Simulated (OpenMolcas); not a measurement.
# [SiH3]− (SMILES [SiH3-]) at 6 levels

We compute a comparison of 6 runs (HF/def2-SVP, B3LYP/6-31G*, B3PW91/6-31+G*, B3LYP/cc-pVDZ, PBE0/def2-SVP, TPSSh/aug-cc-pVDZ) of [SiH3]−. 

The calculation is run with OpenMolcas 26.06.

5 further runs of the same task are left out: 1 that didn't finish, 4 set aside as unsound or not needed.

## Step 1: The system as given

The species is [SiH3]− (4 atoms), meant as a singlet with charge -1. As SMILES, `[SiH3-]`. Geometry: relaxed at PBE0-D4/def2-TZVPD.

Bond lengths: Si1–H2 1.546 Å, Si1–H3 1.546 Å, Si1–H4 1.546 Å. Angles: H2–Si1–H3 94.1°, H2–Si1–H4 94.1°, H3–Si1–H4 94.1°.

## Step 2: Energy and gradient at HF/def2-SVP (run 1)

test.inp reads:

```
* H3Si Hartree-Fock

&gateway
 baslib
 $CurrDir
 coord
 4
 angstrom
 Si       0.539700      -0.050700      -0.300900
 H        0.426600       0.622300       1.085900
 H       -0.298500      -1.283700       0.106800
 H       -0.667800       0.712200      -0.891800
 basis
 def2-SVP
 group
 NoSym

&seward

&scf
 charge
 -1
 thresholds
 1e-10 1e-07 1e-07 1e-05
 prorbitals
 1 1

&alaska
```

The basis set def2-SVP is read from a file made from the Basis Set Exchange's data (not shown).

On the command line:

```console
$ export MOLCAS_MEM=1860
$ pymolcas test.inp > test.log
```

What it wrote:

```text
--- Start Module: gateway ---
[...]
--- Stop Module: gateway /rc=_RC_ALL_IS_WELL_ ---
[...]
      Basis functions           33
[...]
--- Start Module: scf ---
[...]
       Convergence after  12 Iterations
[...]
::    Total SCF energy                               -290.5330983275
[...]
      Total spin, S                                     0.0000000000
[...]
      Total electronic charge=   18.000000
      Total            charge=   -1.000000
[...]
      Dipole Moment (debye):
      Origin of the operator (angstrom)=    0.4695   -0.0441   -0.2618
                   X=  8.5856E-02               Y= -8.0964E-03               Z= -4.7457E-02           Total=  9.8433E-02
      Center of Charge (angstrom)
[...]
--- Stop Module: scf /rc=_RC_ALL_IS_WELL_ ---
--- Start Module: alaska ---
[...]
 *              Molecular gradients               *
 **************************************************
  Irreducible representation: a
 ------------------------------------------------------------------------------------------
                              X                       Y                       Z
 ------------------------------------------------------------------------------------------
  SI1               1.62590139373409E-03   -1.53806852973559E-04   -8.81859780900607E-04
  H2               -1.31594200622538E-03   -7.29873837425288E-04   -9.78113643542500E-04
  H3               -3.87286893026362E-04    1.72049871257851E-03    2.89077649965663E-04
  H4                7.73275055139244E-05   -8.36818022178942E-04    1.57089577448644E-03
 ------------------------------------------------------------------------------------------
--- Stop Module: alaska /rc=_RC_ALL_IS_WELL_ ---
[...]
```

It took 1.6 s on 1 thread of Arm Neoverse V2, shared host; peak memory 0.37 GiB.

## Step 3: Energy and forces at B3LYP/6-31G(d) (spherical functions) (run 2)

mol.xyz reads:

```xyz
4

Si     0.539700    -0.050700    -0.300900
H      0.426600     0.622300     1.085900
H     -0.298500    -1.283700     0.106800
H     -0.667800     0.712200    -0.891800
```

run.input reads:

```
* H3Si Kohn-Sham DFT

&GATEWAY
 BASLIB=$CurrDir
 COORD=mol.xyz
 BASIS=6-31Gs
 GROUP=NoSym

&SEWARD
 GRIDINPUT
 Grid=UltraFine
 End of Grid

&SCF
 CHARGE=-1
 KSDFT=B3LYP
 THRESHOLDS=1e-10 1e-07 1e-07 1e-05
 PRORBITALS=1

&ALASKA
```

The basis set 6-31G* is read from a file made from the Basis Set Exchange's data (not shown).

On the command line:

```console
$ export MOLCAS_MEM=1860
$ pymolcas run.input > run.log
```

What it wrote:

```text
--- Start Module: gateway ---
[...]
--- Stop Module: gateway /rc=_RC_ALL_IS_WELL_ ---
[...]
      Basis functions           24
[...]
--- Start Module: scf ---
[...]
       Convergence after  12 Iterations
[...]
::    Total KS-DFT energy                            -291.2700680800
[...]
      Total spin, S                                     0.0000000000
[...]
      Total electronic charge=   18.000000
      Total            charge=   -1.000000
[...]
      Dipole Moment (debye):
      Origin of the operator (angstrom)=    0.4695   -0.0441   -0.2618
                   X= -3.2172E-01               Y=  3.0223E-02               Z=  1.7974E-01           Total=  3.6976E-01
      Center of Charge (angstrom)
[...]
--- Stop Module: scf /rc=_RC_ALL_IS_WELL_ ---
[...]
--- Start Module: alaska ---
[...]
 *              Molecular gradients               *
 **************************************************
  Irreducible representation: a
 ------------------------------------------------------------------------------------------
                              X                       Y                       Z
 ------------------------------------------------------------------------------------------
  SI1              -3.13560981141014E-03    2.92283966700058E-04    1.77494265917311E-03
  H2                5.96460711211222E-04   -5.51756857583019E-04   -1.33291184957329E-03
  H3                1.13625448914889E-03    8.72377335274344E-04   -5.90966850032792E-04
  H4                1.40289461105070E-03   -6.12904444391438E-04    1.48936040433756E-04
 ------------------------------------------------------------------------------------------
--- Stop Module: alaska /rc=_RC_ALL_IS_WELL_ ---
[...]
```

Wall time 4.8 s (1 thread of Arm Neoverse V2, shared host); peak memory 0.37 GiB.

Runs 3 to 4 aren't shown in full; the table further down has their settings and results.

## Step 4: Energy and forces at PBE0/def2-SVP (run 5)

job.input reads:

```
* H3Si Kohn-Sham DFT

&GATEWAY
 BasLib = $CurrDir
 Coord
 4
 angstrom
 Si       0.539700      -0.050700      -0.300900
 H        0.426600       0.622300       1.085900
 H       -0.298500      -1.283700       0.106800
 H       -0.667800       0.712200      -0.891800
 Basis = def2-SVP
 Group = NoSym

&SEWARD
 GridInput
 Grid=UltraFine
 End of Grid

&SCF
 Charge = -1
 KSDFT = PBE0
 Thresholds = 1e-10 1e-07 1e-07 1e-05
 PrOrbitals = 0

&ALASKA
```

The basis set def2-SVP is read from a file made from the Basis Set Exchange's data (not shown).

On the command line:

```console
$ export MOLCAS_MEM=1860
$ pymolcas job.input > job.log
```

What it wrote:

```text
--- Start Module: gateway ---
[...]
--- Stop Module: gateway /rc=_RC_ALL_IS_WELL_ ---
[...]
      Basis functions           33
[...]
--- Start Module: scf ---
[...]
       Convergence after  12 Iterations
[...]
::    Total KS-DFT energy                            -291.0436102903
[...]
      Total spin, S                                     0.0000000000
[...]
      Total electronic charge=   18.000000
      Total            charge=   -1.000000
[...]
      Dipole Moment (debye):
      Origin of the operator (angstrom)=    0.4695   -0.0441   -0.2618
                   X= -1.3252E-01               Y=  1.2432E-02               Z=  7.4250E-02           Total=  1.5241E-01
      Center of Charge (angstrom)
[...]
--- Stop Module: scf /rc=_RC_ALL_IS_WELL_ ---
[...]
--- Start Module: alaska ---
[...]
 *              Molecular gradients               *
 **************************************************
  Irreducible representation: a
 ------------------------------------------------------------------------------------------
                              X                       Y                       Z
 ------------------------------------------------------------------------------------------
  SI1              -7.16864162239883E-03    6.71659412924852E-04    4.01412971180393E-03
  H2                1.42505273939747E-03   -1.19902477687250E-03   -2.92342690669800E-03
  H3                2.58066243649435E-03    1.85806887783269E-03   -1.34726440673671E-03
  H4                3.16292644651051E-03   -1.33070351388298E-03    2.56561601629901E-04
 ------------------------------------------------------------------------------------------
--- Stop Module: alaska /rc=_RC_ALL_IS_WELL_ ---
[...]
```

It took 5.4 s on 1 thread of Arm Neoverse V2, shared host; peak memory 0.37 GiB.

## Step 5: Energy and gradient at TPSSh/aug-cc-pVDZ (run 6)

calc.inp reads:

```
&gateway
baslib=$CurrDir
basisset
Si.aug-cc-pVDZ....
Si1 0.539700 -0.050700 -0.300900 angstrom
End of Basis
basisset
H.aug-cc-pVDZ....
H2 0.426600 0.622300 1.085900 angstrom
H3 -0.298500 -1.283700 0.106800 angstrom
H4 -0.667800 0.712200 -0.891800 angstrom
End of Basis
&seward
gridinput
Grid=UltraFine
End of Grid
&scf
charge=-1
ksdft=HYB_MGGA_XC_TPSSH
thresholds=1e-10 1e-07 1e-07 1e-05
prorbitals=1 1
&alaska
```

The basis set aug-cc-pVDZ is read from a file made from the Basis Set Exchange's data (not shown).

On the command line:

```console
$ export MOLCAS_MEM=1860
$ pymolcas calc.inp > calc.log
```

What it wrote:

```text
--- Start Module: gateway ---
[...]
--- Stop Module: gateway /rc=_RC_ALL_IS_WELL_ ---
[...]
      Basis functions           54
[...]
--- Start Module: scf ---
[...]
       Convergence after  14 Iterations
[...]
::    Total KS-DFT energy                            -291.2977799825
[...]
      Total spin, S                                     0.0000000000
[...]
      Total electronic charge=   18.000000
      Total            charge=   -1.000000
[...]
      Dipole Moment (debye):
      Origin of the operator (angstrom)=    0.4695   -0.0441   -0.2618
                   X= -1.9612E-01               Y=  1.8391E-02               Z=  1.0970E-01           Total=  2.2547E-01
      Center of Charge (angstrom)
[...]
--- Stop Module: scf /rc=_RC_ALL_IS_WELL_ ---
[...]
--- Start Module: alaska ---
[...]
 *              Molecular gradients               *
 **************************************************
  Irreducible representation: a
 ------------------------------------------------------------------------------------------
                              X                       Y                       Z
 ------------------------------------------------------------------------------------------
  SI1              -3.70437195801543E-04    4.29726029257949E-05    2.21387520480176E-04
  H2               -9.37047919931960E-04   -1.08839639278413E-03   -1.81892199929123E-03
  H3                3.33874015222113E-04    2.27786947330877E-03   -8.41301803770067E-05
  H4                9.73611100517857E-04   -1.23244568344894E-03    1.68166465918551E-03
 ------------------------------------------------------------------------------------------
--- Stop Module: alaska /rc=_RC_ALL_IS_WELL_ ---
[...]
```

Run time: 14 s. Hardware: 1 thread of Arm Neoverse V2, shared host; peak memory 0.39 GiB.

## Step 6: All runs side by side

| run | level | integration grid | integral approximation | energy (Eh) | HOMO energy (eV) | LUMO energy (eV) | HOMO–LUMO gap (eV) | wall time |
| --- | --- | --- | --- | --- | --- | --- | --- | --- |
| 1 | HF/def2-SVP | – | none | -290.533098 | -1.51 | 10.55 | 12.06 | 1.6 s |
| 2 | B3LYP/6-31G* (spherical functions) | UltraFine | none | -291.270068 | 0.94 | 7.10 | 6.16 | 4.8 s |
| 3 | B3PW91/6-31+G* (RICD fitting, spherical functions) | Coarse | RICD | -291.232448 | 0.31 | 4.52 | 4.21 | 2.1 s |
| 4 | B3LYP/cc-pVDZ | UltraFine | none | -291.287366 | 0.97 | 7.15 | 6.18 | 5.7 s |
| 5 | PBE0/def2-SVP | UltraFine | none | -291.043610 | 0.75 | 7.41 | 6.66 | 5.4 s |
| 6 | TPSSh/aug-cc-pVDZ | UltraFine | none | -291.297780 | 0.54 | 3.33 | 2.78 | 14 s |

## Step 7: What came out

| quantity | value |
| --- | --- |
| run 6: total energy | -291.29778 Eh |
| run 6: HOMO energy | 0.54 eV |
| run 6: LUMO energy | 3.33 eV |
| run 6: HOMO–LUMO gap (to an unbound level, set by the basis) | 2.78 eV |
| run 6: largest force on an atom | 0.119 eV/Å |

In words: The HOMO–LUMO gap runs from 2.78 eV (TPSSh/aug-cc-pVDZ) to 12.06 eV (HF/def2-SVP). The two ends differ in method and basis. The empty levels of an anion lie above zero and hang on the basis. Totals of different functionals can't be ranked against each other. In runs 2, 3, 4, 5, 6 the HOMO lies above zero, so the outermost electron may be held by the basis alone. All runs together took 33 s, the longest 14 s.
